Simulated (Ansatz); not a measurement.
Worked example: correlation energy of Si–BH2⁺, triplet

Geometry: that of the Si–BH2, quartet, kept fixed.

```xyz
4

Si    0.0000    0.0000    0.6500
B     0.0000    0.0000   -1.3428
H     0.0000   -1.0760   -1.8539
H     0.0000    1.0760   -1.8539
```

Basis cc-pVTZ; Ansatz 0.2.0. Only valence electrons are correlated (noble-gas cores frozen), which leaves 8 electrons in 86 orbitals. R marks a restricted (for open shells ROHF) determinant, U an unrestricted one.

Full CI isn't at hand for all of this; UCCSDT(Q) serves as the reference, and is uncertain by about the last step of the cluster series.

Runs differ by some tens of microhartree through their thresholds and, for an open shell, their frozen cores, so steps under 0.03 kcal/mol mean nothing.

```csv
level,total energy (hartree)
UHF,-314.407842
UMP2,-314.555000
UCCSD,-314.587355
UCCSD(T),-314.594478
UCCSDT,-314.596086
UCCSDT(Q),-314.596440
```

What is the correlation energy at UCCSDT(Q), and what share of it do UMP2 and UCCSDT recover?

E(corr) = -314.596440 − (-314.407842) = -0.188598 hartree = -5.132 eV. UMP2: -0.147158 / -0.188598 = 78.03 %. UCCSDT: -0.188244 / -0.188598 = 99.81 %.

By how many kcal/mol does UCCSD(T) miss UCCSDT(Q) (1 hartree = 627.509 kcal/mol), and which steps make up the rest?

-314.594478 − (-314.596440) = 0.001962 hartree = 1.23 kcal/mol. Steps: UCCSDT − UCCSD(T) = -1.01, UCCSDT(Q) − UCCSDT = -0.22 kcal/mol. Differences between like states or geometries often cancel part of this.
